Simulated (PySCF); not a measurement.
# Si₂: frontier orbitals

r²SCAN at R = 2.273 Å; PySCF, no relativity, basis sets Si pcseg-1. State: ³Σg⁻ (triplet), unpaired electrons π ↑↑. Only the outer orbitals are listed.

| spin | orbital | occ. | ε (eV) | main shells (%) |
| --- | --- | --- | --- | --- |
| α | σg | 1 | -13.98 | 88 s, 12 p |
| α | σu | 1 | -9.64 | 99 s |
| α | πu | 1 | -6.20 | 99 p |
| α | πu | 1 | -6.20 | 99 p |
| α | σg | 1 | -5.38 | 84 p, 15 s |
| α | πg | 0 | -3.13 | 99 p |
| α | πg | 0 | -3.13 | 99 p |
| β | σg | 1 | -12.55 | 89 s, 10 p |
| β | σu | 1 | -8.59 | 88 s, 12 p |
| β | σg | 1 | -5.15 | 85 p, 14 s |
| β | πu | 0 | -4.42 | 99 p |
| β | πu | 0 | -4.42 | 99 p |
| β | πg | 0 | -1.80 | 99 p |

Problem. Which are the highest filled and the lowest empty level, where do they sit, and how wide is the gap?

Solution. Highest filled β σg at -5.15 eV (in %: 85 p, 14 s); lowest empty β πu at -4.42 eV (in %: 99 p); the gap at r²SCAN is 0.73 eV.

The bond order (Mayer) is 1.76. The ⟨S²⟩ is 2.010.

The state was picked by a PBE0 search and need not be the measured ground state.
